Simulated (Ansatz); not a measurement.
We consider solid chlorine, described by PBEsol in Ansatz (plane waves, PAW).

Settings: plane-wave cutoff 520 eV, 6×6×4 k mesh (along the axes of the cell as run), perturbation theory, scalar-relativistic PAW data made under PBE.

Cell (relaxed at this level):

```yaml
crystal:
  lattice:
    - [3.47314, -1.93881, 0.00000]
    - [3.47314, 1.93881, 0.00000]
    - [0.00000, 0.00000, 8.00722]
  atoms:
    - { symbol: Cl, position: [0.12651, 0.87349, 0.88879] }
    - { symbol: Cl, position: [0.37349, 0.62651, 0.38879] }
    - { symbol: Cl, position: [0.62651, 0.37349, 0.61121] }
    - { symbol: Cl, position: [0.87349, 0.12651, 0.11121] }
```

Problem. What does this level give for the high-frequency dielectric constant (mean over three axes)?

Solution. 
- high-frequency dielectric constant (mean over three axes) = 4.51

Note: the cell comes from a level without a dispersion term, which matters for the spacing of layers, chains or molecules; the run finds an imaginary mode (16i cm⁻¹), so the cell is a saddle point at this level.

It cost around 8 core-minutes (rough) of CPU time.

Ansatz is an electronic-structure program.
